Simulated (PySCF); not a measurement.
# Working out the ionisation energy of S

S [Ne] 3s2 3p4 (3P) → S⁺ [Ne] 3s2 3p3 (4S). All numbers are calculated (PySCF 2.14, scalar relativity by spin-free X2C-1e, in x2c-QZVPPall (9s6p4d2f1g, 70 functions)). Frozen: 1s2. Energies in hartree (1 hartree = 27.21139 eV):

```tsv
part	S (lower)	S⁺ (upper)
UHF	-398.597710	-398.258922
CCSD correlation	-0.332344	-0.296822
(T)	-0.007639	-0.005963
```

Task: What does Hartree-Fock give?

Result: (-398.258922) − (-398.597710) = 0.338788 hartree = 9.219 eV.

Task: What do CCSD and CCSD(T) give?

Result: The CCSD correlation energies differ by 0.035522 hartree = 0.967 eV and the triples by 0.001676 hartree = 0.046 eV, so CCSD gives 10.186 eV and CCSD(T) 10.232 eV.

Measured between the centres of the two terms (NIST): 10.336 eV, so CCSD(T) (valence and next inner shell) is off by -0.104 eV.

What remains against the reference includes basis incompleteness, the frozen core and higher excitations.
